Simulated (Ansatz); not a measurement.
Run this with the Ansatz DFT code, driven from Python and show what comes out.

`relaxed_scan.py`:
```python
"""Relaxed scan of one distance in ClH2Si."""

import ansatz
from ase import Atoms
import numpy as np

BASIS_SET = "def2-SVP"
XC = "hf"

atoms = Atoms(["Si", "Cl", "H", "H"], positions=[
    (-0.28358, 0.2377, 0.13159),
    (1.59769, -0.05961, 0.81109),
    (-1.065, -0.97828, 0.26331),
    (-0.24911, 0.8002, -1.20598),
])
mol = ansatz.Crystal.molecule_from_ase(atoms)

setup = mol.calculation().basis(gaussian=BASIS_SET).functional(XC).spin("collinear", total=1)
symbols = [site.symbol for site in mol.cartesian_sites]
pairs = [(0, 1), (0, 2), (0, 3)]
print("held (A)   E (eV)        ", "  ".join(f"{symbols[i]}{i}-{symbols[j]}{j}" for i, j in pairs))
for length in [1.34, 1.45, 1.57, 1.74, 1.96]:
    data = setup.relax(constraints=[ansatz.DistanceConstraint((0, 2), at=length)], force_tolerance=0.02, max_steps=60).run(threads=1).report
    xyz = np.array(data["positions_ang"])
    print(f"{length:6.2f} {data['free_energy_ev']:14.5f}  ", "  ".join(f"{np.linalg.norm(xyz[i] - xyz[j]):.3f}" for i, j in pairs))
```

```console
$ python relaxed_scan.py
held (A)   E (eV)         Si0-Cl1  Si0-H2  Si0-H3
DeckWarning: relax.constraints: the input's atoms, or those drawn, lie off the distances that are held; a relaxation that starts there is brought onto them ahead of its first SCF, by positions alone, [...]
  1.34   -20390.94098   2.078  1.340  1.478
  1.45   -20391.16158   2.077  1.450  1.478
  1.57   -20391.09606   2.075  1.570  1.477
  1.74   -20390.69970   2.071  1.740  1.477
  1.96   -20389.96853   2.068  1.960  1.479
```
(Warnings from the package without file and line, shortened, repeats left out.)

Reading the output:
- Total energies depend on the basis set; only differences at equal settings carry meaning.
- The energies are electronic: no zero-point or thermal terms, and the basis set is short of its limit.
- The run takes the species as open-shell (spin multiplicity 2), which needn't be its ground state.
- It ran for 11 s on 1 thread of Arm Neoverse V2, on a shared host, peak memory 0.17 GiB.
